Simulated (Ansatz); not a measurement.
# AlSiH (triplet): from Hartree-Fock to the top rungs at distance Si1–Al2 = 3.233 Å, 6-31G

How much of the correlation energy of AlSiH (triplet) does each wave-function method recover here?

Program: Ansatz 0.2.0, Gaussian basis. Level of theory: 6-31G, core rule «outside noble gas», up to 10 orbitals frozen. These are calculated values, not measurements.

Plan: UHF; CCSD(T) on ROHF; CCSD(T) on UHF; BCCD(T) on ROHF; CISD; CCSDT(Q) on ROHF; CCSDT(Q) on UHF; CISDTQ; CCSDTQ on ROHF; CCSDTQ on UHF; CASSCF and MRCISD+Q, 4 electrons in 4 orbitals; CASSCF and NEVPT2, 4 electrons in 4 orbitals; CASSCF and MRCISD+Q, 8 electrons in 9 orbitals; CASSCF and NEVPT2, 8 electrons in 9 orbitals; Full CI.

17 further runs of the same task are left out: 13 that didn't finish, 4 set aside as unsound or not needed.

### Step 1. The system

The geometry derives from a PBE0/def2-TZVP stationary point (not a proven minimum). One bond is set to the value named and the two fragments are kept rigid.

3 atoms, charge 0, spin multiplicity 3.

Atoms are counted from 1 here; the program's logs count them from 0.

Bond lengths: Al2–H3 1.599 Å.

### Step 2. UHF

in.yaml

```yaml
crystal:
  periodic: [false, false, false]
  atoms:
    - {symbol: Si, position_ang: [0.000000, 0.000000, 2.688289]}
    - {symbol: Al, position_ang: [0.000000, 0.000000, -0.544711]}
    - {symbol: H, position_ang: [0.000000, 0.000000, -2.143577]}
basis:
  gaussian: {orbitals: 6-31G}
magnetization: {spin_polarized: true, initial_magnetization: 2}
hamiltonian: {xc: hf}
output: {orbitals: {seedname: orbitals}}
```

Started as:

```
ansatz run in.yaml --threads 1 --pin off --events-out ev --progress --plain --max-ram 2393MiB
```

Further steps of the session: CCSD(T) on ROHF; CCSD(T) on UHF; BCCD(T) on ROHF; CISD; CCSDT(Q) on ROHF; CCSDT(Q) on UHF; CISDTQ; CCSDTQ on ROHF; CCSDTQ on UHF; CASSCF and MRCISD+Q, 4 electrons in 4 orbitals; CASSCF and NEVPT2, 4 electrons in 4 orbitals; CASSCF and MRCISD+Q, 8 electrons in 9 orbitals; CASSCF and NEVPT2, 8 electrons in 9 orbitals; Full CI.

Q: Predict the results of all the runs planned. Wanted: FCI below the RHF energy; RMP2 from FCI; UMP2 from FCI; RCCSD from FCI; RCCSD(T) from FCI; UCCSD(T) from FCI; RCCSDT(Q) from FCI; UCCSDT(Q) from FCI; NEVPT2 pair from FCI.

As calculated:

| quantity | value |
| --- | --- |
| FCI below the RHF energy | -2.1317 eV |
| RMP2 from FCI | +77.3 kJ/mol |
| UMP2 from FCI | +76.5 kJ/mol |
| RCCSD from FCI | +8.1 kJ/mol |
| RCCSD(T) from FCI | +3.6 kJ/mol |
| UCCSD(T) from FCI | +3.5 kJ/mol |
| RCCSDT(Q) from FCI | 0.0 kJ/mol |
| UCCSDT(Q) from FCI | 0.0 kJ/mol |
| NEVPT2 pair from FCI | +71.9 kJ/mol |
| MRCISD+Q pair from FCI | -1.8 kJ/mol |
| NEVPT2 valence from FCI | +21.8 kJ/mol |
| levels within 1 kcal/mol (43 meV) | RCCSD(T), UCCSD(T), BCCD(T), RCCSDT, UCCSDT, CISDTQ, RCCSDT(Q), UCCSDT(Q), RCCSDTQ, UCCSDTQ, MRCISD+Q pair, MRCISD valence, MRCISD+Q valence |
| T1 diagnostic | 0.046 |
| effectively unpaired electrons | 2.12 |

**Reading.** RCCSD(T) lands +3.6 kJ/mol from the yardstick (1.7 % of the correlation energy). MRCISD+Q pair falls below full CI: the +Q correction isn't variational, and the cores differ from full CI's. The occupations are near whole numbers, but T1 = 0.046 shows that the orbitals relax strongly. Of the multireference levels listed MRCISD+Q valence comes nearest in total energy (+0.7 kJ/mol), which doesn't show that its space is the better one. These misses are within one basis, not against nature; the frozen cores of restricted and unrestricted runs differ, which can shift their rows.
